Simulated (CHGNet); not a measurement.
# fcc Al

These are the machine-learned potential CHGNet 0.3.0 (trained on PBE and PBE+U data) values and carry that method's errors.

Cell: relaxed at this level.

- lattice constant a = 4.044 Å
- volume per atom = 16.53 Å³/atom
- vacancy formation energy = 0.14 eV

Measured, for comparison: lattice constant a 4.018 Å, equilibrium volume per atom 16.22 Å³/atom (static lattice: zero-point anharmonic expansion removed; as tabulated in Mejia-Rodriguez and Trickey (2018), arXiv:1807.09216); vacancy formation energy 0.66 eV (no zero-point or thermal correction, monovacancy; as tabulated in Garrity and Choudhary (2023), arXiv:2112.11585). Computed (rounded) less measured: lattice constant a +0.6 %, equilibrium volume per atom +1.9 %, vacancy formation energy -0.52 eV.

A machine-learned potential is trained on density-functional data: it inherits that level's misses and adds fitting errors of its own.

Note: the model gives imaginary modes for this phase (in the spectrum interpolated from a supercell).
